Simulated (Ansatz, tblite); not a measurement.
# The cluster AsP₃: rung by rung

An exercise on one series of results from a longer session: the logs are not shown, and one member is left open.

Method: as each input shows; program: Ansatz 0.2.0, Gaussian basis.

Plan: GFN1-xTB, GFN2-xTB, PBE-D4/def2-TZVP, r2SCAN-D4/def2-TZVP, BHLYP-D4/def2-TZVP, PBE-QIDH/def2-TZVP, LC-ωPBE/def2-TZVP, CAM-B3LYP-D4/def2-TZVP, B97M-V/def2-TZVP, PBE-D4/def2-SVP, PBE0-D4/def2-SVP, HF/STO-3G, HF/6-31G, B3LYP-D4/6-31G, PBE0-D4/def2-TZVPD, PBE-D4/def2-TZVPD, r2SCAN-D4/def2-TZVPD, CCSD(T)/def2-TZVPP, MP2/def2-TZVP, RPA/def2-TZVP.

## The structure

The singlet was relaxed beforehand with r2SCAN-D4/def2-SVP. At that level it is the lowest of the isomers that a small search found.

4 atoms, charge 0, spin multiplicity 1.

Bond lengths: P1–P2 2.216 Å, P1–P3 2.216 Å, P1–As4 2.325 Å, P2–P3 2.216 Å, P2–As4 2.324 Å, P3–As4 2.324 Å. Angles: P2–P1–P3 60.0°, P2–P1–As4 61.5°, P3–P1–As4 61.5°, P1–P2–P3 60.0°, P1–P2–As4 61.5°, P3–P2–As4 61.5°, P1–P3–P2 60.0°, P1–P3–As4 61.5°, P2–P3–As4 61.5°, P1–As4–P2 56.9°, P1–As4–P3 56.9°, P2–As4–P3 56.9°.

PBE0-D4/def2-TZVP was run before; its log isn't repeated, and its numbers join the tables.

Set-up of the first run:

Tight binding, by tblite at 300 K electronic temperature and without a spin-polarisation term:

```python
tblite.interface.Calculator('GFN1-xTB', numbers, positions, charge=0, uhf=0).singlepoint()
```

Tight binding, by tblite at 300 K electronic temperature and without a spin-polarisation term:

```python
tblite.interface.Calculator('GFN2-xTB', numbers, positions, charge=0, uhf=0).singlepoint()
```

start.molden holds the orbitals of an earlier run on this state, given as this run's starting guess.

File in.yaml:

```yaml
crystal:
  periodic: [false, false, false]
  atoms:
    - {symbol: P, position_ang: [-0.365761, 1.308203, 0.164513]}
    - {symbol: P, position_ang: [1.364142, -0.052632, -0.092345]}
    - {symbol: P, position_ang: [-0.524611, -0.443508, -1.183329]}
    - {symbol: As, position_ang: [-0.473771, -0.812063, 1.111162]}
basis:
  gaussian: {orbitals: def2-TZVP, initial_orbitals: start.molden}
hamiltonian: {xc: pbe, dispersion: d4}
scf: {omitted_lower_state_checks: [starts]}
output: {orbitals: {seedname: orbitals}}
```

On the command line:

```bash
> ansatz run in.yaml --threads 4 --pin off --events-out ev --progress --plain --max-ram 3916MiB
```

Steps of the session up to this table: PBE-D4/def2-TZVP; r2SCAN-D4/def2-TZVP; BHLYP-D4/def2-TZVP; PBE-QIDH/def2-TZVP; LC-ωPBE/def2-TZVP; CAM-B3LYP-D4/def2-TZVP; B97M-V/def2-TZVP; PBE-D4/def2-SVP; PBE0-D4/def2-SVP; HF/STO-3G; HF/6-31G; B3LYP-D4/6-31G; PBE0-D4/def2-TZVPD; PBE-D4/def2-TZVPD; r2SCAN-D4/def2-TZVPD; CCSD(T)/def2-TZVPP; MP2/def2-TZVP; RPA/def2-TZVP.

One table of the session follows, with a row left open; its other results are not shown here.

It belongs to the step «Levels side by side». 

```
                 level  HOMO (eV)  LUMO (eV)  gap (eV)
             HF/STO-3G      -6.09       7.05     13.15
              HF/6-31G      -9.98       1.38     11.36
       PBE-D4/def2-SVP      -6.49      -1.72      4.77
      PBE-D4/def2-TZVP      -6.41      -1.75      4.66
     PBE-D4/def2-TZVPD      -6.44      -1.82      4.62
   r2SCAN-D4/def2-TZVP      -6.68      -1.66      5.02
  r2SCAN-D4/def2-TZVPD      -6.69      -1.68      5.00
      B97M-V/def2-TZVP      -6.63      -1.54      5.09
        B3LYP-D4/6-31G      -7.62      -1.52      6.10
      PBE0-D4/def2-SVP      -7.52      -0.99      6.53
     PBE0-D4/def2-TZVP          ?          ?         ?
    PBE0-D4/def2-TZVPD      -7.40      -1.06      6.35
    BHLYP-D4/def2-TZVP      -8.13      -0.05      8.07
CAM-B3LYP-D4/def2-TZVP      -8.47       0.08      8.55
     LC-ωPBE/def2-TZVP      -9.78       1.03     10.81
```

Q: Estimate the row for PBE0-D4/def2-TZVP from the others.

As computed: HOMO (eV): -7.39; LUMO (eV): -0.99; gap (eV): 6.40. In the column «HOMO (eV)» it lies between PBE0-D4/def2-TZVPD (-7.40) and r2SCAN-D4/def2-TZVPD (-6.69).
